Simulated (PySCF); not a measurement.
Species: methyl isopropyl ketone, C5H10O.
SMILES: `CC(=O)C(C)C`

Torsions of this conformer, `[CH3:1][C:2](=[O:3])[CH:4]([CH3:5])[CH3:6]`: C1–C2–C4–C5 -178°.

The closed-shell ground state was solved at several levels (PySCF, density fitting, gas phase, non-relativistic). The structure is a single PBE0-D3(BJ)/def2-SVP conformer in the gas phase; no vibrational or solvent corrections.

| level | basis functions | HOMO (eV) | LUMO (eV) | gap (eV) | dipole (D) |
| --- | --- | --- | --- | --- | --- |
| CAM-B3LYP/def2-SVPD | 203 | -8.65 | 0.69 | 9.34 | 3.05 |
| PBE0/6-31+G* | 128 | -7.11 | -0.41 | 6.70 | 2.99 |
| B3LYP/pcJ-1 | 262 | -6.86 | -0.59 | 6.27 | 2.86 |
| mPW1PW91/pcSseg-2 | 356 | -7.16 | -0.44 | 6.72 | 2.94 |

Problem. Estimate the row for PBE0/pcSseg-1, a basis of 152 functions; the other rows only guide the guess.

Solution. HOMO -7.11 eV, LUMO -0.32 eV, gap 6.79 eV, dipole 2.88 D.

Problem. Over all these levels, which gives the widest orbital gap and which the narrowest?

Solution. CAM-B3LYP/def2-SVPD (range-separated hybrid) has the widest, 9.34 eV, and B3LYP/pcJ-1 (global hybrid, 20 % exact exchange) the narrowest, 6.27 eV. Functional and basis both differ between the two, so the spread mixes both effects.

Problem. How far do the dipole and the HOMO energy spread over the levels?

Solution. The dipole runs from 2.86 to 3.05 D (mean 2.94 D) and the HOMO from -8.65 to -6.86 eV.
